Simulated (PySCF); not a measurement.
# Which orbitals make which state

Compound: nitrosyl chloride, ClNO.
Bonds: O1–N2 (double), N2–Cl3.

The calculation used TDDFT wB97X-D/def2-SVPD, vertical, gas phase, core orbitals frozen in the response (PySCF 2.14.0, density-fitted response routines). Isolated species at its PBE0-D3(BJ)/def2-SVP geometry, gas phase.

Orbital energies (eV): HOMO-3 -17.53, HOMO-2 -11.18, HOMO-1 -11.04, HOMO -10.61, LUMO -2.00, LUMO+1 -0.60, LUMO+2 3.08.

Task: Among the lowest singlets, which states do these configurations lead, and at what energies: HOMO→LUMO+1, HOMO→LUMO, HOMO-3→LUMO, HOMO-2→LUMO, HOMO-2→LUMO+1, HOMO-1→LUMO, HOMO-1→LUMO+1, HOMO→LUMO+2?

Result: 

| state | leading configuration | weight | Δε (eV) | E (eV) | E − Δε (eV) | f | other configurations |
| --- | --- | --- | --- | --- | --- | --- | --- |
| S1 | HOMO→LUMO | 0.94 | 8.60 | 2.71 | -5.90 | 0.0001 | – |
| S2 | HOMO-1→LUMO | 0.94 | 9.04 | 3.88 | -5.16 | 0.0000 | – |
| S3 | HOMO-2→LUMO | 0.81 | 9.18 | 4.13 | -5.05 | 0.0000 | H→L+1 (18%) |
| S4 | HOMO-1→LUMO+1 | 0.89 | 10.44 | 4.94 | -5.50 | 0.0015 | H→L+1 (11%) |
| S5 | HOMO-2→LUMO+1 | 1.00 | 10.58 | 5.04 | -5.54 | 0.0002 | – |
| S6 | HOMO→LUMO+1 | 0.64 | 10.01 | 6.73 | -3.28 | 0.501 | H-2→L (17%), H-1→L+1 (9%) |
| S7 | HOMO-3→LUMO | 0.78 | 15.53 | 9.06 | -6.47 | 0.0004 | H-5→L (21%) |
| S8 | HOMO→LUMO+2 | 0.79 | 13.69 | 9.22 | -4.47 | 0.073 | H→L+3 (14%) |

E − Δε runs from -6.47 to -3.28 eV. By orbital difference alone the order would be S1, S2, S3, S6, S4, S5, S8, S7. Δε is the difference of the two orbital energies.

H and L stand for HOMO and LUMO. The other states: S9 9.50 eV, f 0.132, H-1→L+2 (46%), H-1→L+3 (42%); S10 9.66 eV, f 0.139, H-2→L+2 (48%), H-2→L+3 (43%).

Task: Which computed triplets share their leading configuration (75% or more) with a singlet, and how far apart are the partners?

Result: 

```tsv
configuration	triplet	E(T) (eV)	singlet	E(S) (eV)	E(S) − E(T) (eV)
HOMO→LUMO	T1	1.96	S1	2.71	+0.74
HOMO-2→LUMO	T3	3.72	S3	4.13	+0.41
HOMO-1→LUMO	T4	3.76	S2	3.88	+0.12
```

The 4 triplets are Tamm–Dancoff values, the singlets full response.

Summed over the main configurations (up to three a state, each over 8%) of all 10 singlets, the electron leaves HOMO-2 with weight 2.88, HOMO-1 with weight 2.80, HOMO with weight 2.80 and HOMO-3 with weight 0.78.

All these states lie below the vertical ionisation energy of 11.50 eV (ΔSCF).

The run took 10 s wall on one thread, Arm Neoverse V1 (aarch64), shared host with 32 logical CPUs at a one-minute load of 35, and the process peaked at 0.33 GiB of memory.
